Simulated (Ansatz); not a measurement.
# Four-centre ligand exchange

Start structure (SiH$_{5}$F, singlet), relaxed at PBE0-D4/def2-TZVP:

```
7
angstrom
Si -0.6340 -0.9441 0.0902
F 0.8731 -0.5312 0.4402
H -0.5948 -2.0493 -0.8957
H -1.3196 0.2399 -0.4781
H -1.2968 -1.3823 1.3407
H 1.5103 1.9798 -0.1318
H 1.4618 2.6872 -0.3656
```

The step: SiH₃F ([F][SiH3]) + H₂ → SiH₄ + HF; bonds formed: Si1–H7, F2–H6; bonds broken: Si1–F2, H6–H7. Ansatz 0.2.0; basis: def2-TZVPP and def2-QZVPP; cores frozen in the correlated methods. Extrapolation: Hartree–Fock as exp(−7.88 √X), correlation as X^−2.97. Energies below are by CCSD(T) at an estimated basis limit (MP2 extrapolated from triple and quadruple zeta, plus CCSD(T) − MP2 in triple zeta).

**Question.** What are the electronic barrier and the energy of the step, from the start structure to the end structure? (Judge from chemistry; the value comes from the calculation.)

**Answer.** Computed: Barrier 250.8 kJ/mol; step energy 102.1 kJ/mol (uphill); reverse barrier, their difference, 148.8 kJ/mol. Barrier and step energy count from the start structure, the reverse barrier from the end structure.

The saddle point: One imaginary mode of 1134i cm⁻¹.
```tsv
pair	start (Å)	saddle (Å)	end (Å)
Si1–H7	4.22	1.70	1.49
F2–H6	2.65	1.21	0.93
Si1–F2	1.60	1.94	3.54
H6–H7	0.75	0.97	1.78
```

Zero-point energy (harmonic, PBE0-D4): ZPE is 101.5 kJ/mol at the start and 108.0 kJ/mol at the saddle, so the barrier goes from 250.8 to 257.4 kJ/mol.

T1 diagnostic: at most 0.014.

Labels in which every atom is bracketed show which atoms are joined, not bond orders.

For scale, one of the runs: CCSD(T)/def2-TZVPP, 143 basis functions (an equivalent command: `ansatz run in.yaml --threads 2`). Time: 6.5 s of wall clock on 2 CPU threads; the host was shared. Peak host memory: 0.99 GiB.
